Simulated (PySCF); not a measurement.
Orbital energies and ionisation energy

2,3-dihydrofuran, C4H6O.
Z-matrix (Å and degrees, PBE0-D3(BJ)/def2-SVP geometry), rows numbered from 1:
```
C 
C   1  1.3354
O   2  1.3505  1  115.48
C   3  1.4334  2  107.48  1     0.55
C   1  1.5055  2  108.28  3     0.09
H   1  1.0883  2  126.00  3   179.89
H   2  1.0910  1  129.69  3  -179.91
H   4  1.1014  3  107.96  2   120.76
H   4  1.1011  3  107.97  2  -122.76
H   5  1.1036  1  112.34  2   119.25
H   5  1.1033  1  112.48  2  -120.57
```

Level: B3LYP/def2-SVPD (PySCF). Frontier orbitals with their largest atomic shares (Löwdin; up to four atoms above 4 %):

| orbital | ε (eV) | main atoms |
| --- | --- | --- |
| HOMO−3 | -10.30 | C1 29 %, C5 24 %, O3 18 %, H6 10 % |
| HOMO−2 | -9.58 | O3 25 %, C4 22 %, C2 18 %, C1 10 % |
| HOMO−1 | -9.52 | O3 42 %, C5 19 %, C4 18 %, C2 7 % |
| HOMO | -5.91 | ? |
| LUMO | 0.50 | C2 32 %, C1 26 %, O3 11 %, H7 7 % |
| LUMO+1 | 0.50 | C4 17 %, C5 15 %, C1 12 %, C2 11 % |
| LUMO+2 | 1.31 | H6 16 %, C1 15 %, C4 11 %, C2 10 % |

Problem. What vertical ionisation energy does ΔSCF give, and how far is −ε(HOMO) from it?

Solution. ΔSCF: 8.35 eV (805 kJ/mol; threshold wavelength 149 nm); ⟨S²⟩ of the doublet left behind is 0.757, against 0.75 for a pure doublet. −ε(HOMO) is 5.91 eV, 2.44 eV below it. In exact Kohn–Sham theory the two would be equal; B3LYP (global hybrid, 20 % exact exchange) falls short of its own ΔSCF value by 29 %. Holes in the HOMO−1 and HOMO−2 were tried too where these lie within 1.2 eV of the HOMO; the lowest converged state counts.

Problem. On which atoms does the HOMO lie?

Solution. C1 (alkene CH carbon) 31 %, O3 (cyclic ether oxygen) 27 %, C2 (vinylic carbon bearing oxygen) 20 %, C5 (allylic carbon) 7 %, so no atom holds as much as 40 %. The HOMO−1 lies 3.61 eV lower.

Problem. What total energies stand behind the ΔSCF value?

Solution. E(N) = -231.06943 Eh and E(N − 1) = -230.76273 Eh at the same geometry, 0.30670 Eh apart.

Problem. With α = 49.8 au, estimate the like-pair dispersion coefficient by London's formula C6 = (3/4)α²I.

Solution. I = 0.3067 Eh, so C6 ≈ 570 au, a rough estimate.

Problem. What kinetic energy would electrons from this vertical process carry with 118.2 nm light (10.49 eV)?

Solution. 10.49 − 8.35 = 2.14 eV.

Geometry: PBE0-D3(BJ)/def2-SVP; no solvent, vibrations or thermal averaging.
